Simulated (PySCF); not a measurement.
From one molecule to another.

First species: C3H7OP.
SMILES: `OCPC=C`

Second species: C4H8N2.
InChI=1S/C4H8N2/c1-6-4-2-3-5-6/h3H,2,4H2,1H3

Levels: wB97X-D/def2-SVPD for HOMO energy, LUMO energy, HOMO–LUMO gap and static isotropic polarisability; TDDFT wB97X-D/def2-SVPD for lowest singlet excitation; TDA wB97X-D/def2-SVPD for lowest triplet excitation (Tamm–Dancoff). Geometries: GFN2-xTB. Each structure is a single optimised conformer of the isolated species, non-relativistic unless stated; the electronic structure was computed with PySCF and density fitting.

Dipoles, sizes and rotational constants follow the conformer. The torsions of the flexible species, by atom-mapped SMILES:
- `[CH2:1]=[CH:2][PH:3][CH2:4][OH:5]`: C1–C2–P3–C4 -127°, C2–P3–C4–O5 -74°, H–O5–C4–P3 -63°

The conformers of `CN1CCC=N1` aren't listed.

```
                                property  column X  column Y
                             HOMO energy  -7.55 eV  -8.59 eV
                             LUMO energy   2.16 eV   1.50 eV
                           HOMO–LUMO gap   9.71 eV  10.09 eV
               lowest singlet excitation   5.38 eV   5.93 eV
lowest triplet excitation (Tamm–Dancoff)   3.61 eV   4.21 eV
         static isotropic polarisability   62.6 au   69.7 au
```

Question: Which column belongs to which species?

Answer: Column X is the second species and column Y the first. The first has 12 atoms and 48 electrons, the second 14 and 46.

Question: How does each property change from the first species to the second?

Answer: HOMO energy +1.04 eV; LUMO energy +0.66 eV; HOMO–LUMO gap -0.38 eV; lowest singlet excitation -0.55 eV; lowest triplet excitation (Tamm–Dancoff) -0.60 eV; static isotropic polarisability -7.1 au.

On the first: In wavenumbers S1 is 47800 cm⁻¹ (1 eV = 8065.54 cm⁻¹). No computed singlet falls in the visible range (750 to 380 nm, 1.65 to 3.26 eV); S1 lies 2.67 eV above its blue end.

On the second: The vertical singlet–triplet gap S1 − T1 is 1.77 eV (TDDFT singlet less Tamm–Dancoff triplet; S1: HOMO→LUMO, weight 0.94; T1: HOMO→LUMO, weight 0.77). The principal polarisabilities are 48.9, 60.1 and 78.7 au; their mean is the isotropic value.
